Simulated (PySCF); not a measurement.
**Core-level binding energies of `c1cc[p-]c1`**

C₄H₄P (charge -1).
Geometry (PBE0-D3(BJ)/def2-SVP, Å), atoms numbered from 1 in this order:
```
atom  x, y, z in Å
C1    -1.1643   -0.2509    0.0902
C2     0.2471   -0.3405    0.0483
C3     0.8678    0.9113    0.0887
P4    -0.2951    2.2347    0.1800
C5    -1.6187    1.0689    0.1605
H6    -1.8245   -1.1277    0.0686
H7     0.7886   -1.2935   -0.0092
H8     1.9551    1.0456    0.0644
H9    -2.6797    1.3398    0.2006
```

Method used: delta-SCF UKS SCAN, pcX-2 on the ionised atom, pcseg-1 elsewhere, spin-free X2C in PySCF. Binding energies are ΔSCF values: E(core-ionised, relaxed orbitals) − E(ground state) at a fixed geometry, referred to the vacuum level.

Task: List the computed XPS lines with their assignment.

Result: 
```
atom(s)                                                     bonded to    level  binding energy (eV)  2p1/2 (eV)  above the level's lowest (eV)  count
     P4                                  2 C (aromatic in the SMILES)  P 2p3/2               129.42      130.31                           0.00      1
  C3/C5  C (aromatic in the SMILES), H and P (aromatic in the SMILES)     C 1s               284.00           –                           0.00      2
  C1/C2                            2 C (aromatic in the SMILES) and H     C 1s               284.33           –                          +0.33      2
     P4                                  2 C (aromatic in the SMILES)     P 1s              2142.94           –                           0.00      1
```

Lowest listed C 1s: C3/C5, bonded to C (aromatic in the SMILES), H and P (aromatic in the SMILES). Highest, 0.33 eV above it: C1/C2, bonded to 2 C (aromatic in the SMILES) and H.

Task: Which effective nuclear charge Zeff reproduces each element's mean 1s value in the hydrogen-like formula E = 13.606 eV × Zeff²?

Result: C (Z = 6): mean 284.2 eV, Zeff = 4.57, Z − Zeff = 1.43; P (Z = 15): mean 2142.9 eV, Zeff = 12.55, Z − Zeff = 2.45. Means run over the listed sites, weighted by atom count.

Atoms equivalent by their bonding share one computed value, that of the first of them. Spin–orbit coupling isn't in the SCF: each 2p doublet comes from a relaxed spin-free hole plus a matrix of the shell (mean-field spin–orbit coupling and the ground-state 2p splitting), with 2p3/2 averaged over its two sublevels. 2p1/2 minus 2p3/2 (ligand field included): P 0.89 eV. The species carries charge -1, so core ionisation leaves a neutral species. The basis sets have no added diffuse functions. Isolated species at its PBE0-D3(BJ)/def2-SVP geometry, gas phase. The geometry's basis has no diffuse functions, a weakness for an anion.
